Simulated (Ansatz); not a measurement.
**H2O, singlet along the angle H2-O1-H3**

Starting geometry (PBE0/def2-TZVP stationary point for this spin, not checked as a minimum):

```yaml
atoms:
  - { symbol: O, position_ang: [0.0000, -0.0653, 0.0000] }
  - { symbol: H, position_ang: [0.0000, 0.5184, -0.7615] }
  - { symbol: H, position_ang: [0.0000, 0.5184, 0.7615] }
```

From there the angle named below is changed in its plane at fixed bond lengths, both arms turning rigidly about the middle atom; atoms are numbered as listed. Energies are in kcal/mol, counted from the starting geometry at the same level.

Basis 6-31G; Ansatz 0.2.0. Correlated methods freeze the noble-gas cores. Prefix R: restricted or restricted open-shell reference. Active spaces: valence = (8e, 6o) chosen from the atoms' valence shells.

Runs in a small pair space aren't shown, since their orbitals change along the scan.

Full CI is exact within this basis and frozen core; it isn't the basis-set limit.

```tsv
angle H2-O1-H3 (°)	full CI	unpaired electrons (full CI)	error CISD	error RCCSD	error RCCSDT	error CASSCF (valence space)	error NEVPT2 (valence space)	error MRCISD (valence space)
71.3	28.5	0.02	0.4	0.2	0.0	-1.6	0.4	-0.1
86.1	10.2	0.02	0.2	0.1	0.0	-1.1	0.1	-0.1
103.6	0.3	0.02	0.0	0.0	0.0	-0.1	0.0	0.0
105.1	0.0	0.02	0.0	0.0	0.0	0.0	0.0	0.0
123.7	2.5	0.02	-0.1	0.0	0.0	1.3	0.0	0.1
142.1	12.7	0.02	-0.1	0.0	0.0	2.4	0.1	0.2
162.0	24.9	0.01	-0.3	-0.1	0.0	3.7	0.4	0.4
180.0	29.7	0.01	-0.3	-0.2	0.0	6.4	-0.7	0.5
```

Unpaired electrons are Σ n²(2−n)² over natural occupations. Errors are those of relative energies. In total energy the starting point itself misses full CI by: CISD 4.3, RCCSD 1.0, RCCSDT 0.3, CASSCF (valence space) 50.7, NEVPT2 (valence space) 6.5, MRCISD (valence space) 1.6 kcal/mol.

Spread of the error over the points with a reference, to 180.0 ° (largest less smallest): RCCSDT 0.0, RCCSD 0.3, MRCISD (valence space) 0.6, CISD 0.7, NEVPT2 (valence space) 1.1, CASSCF (valence space) 8.0 kcal/mol.
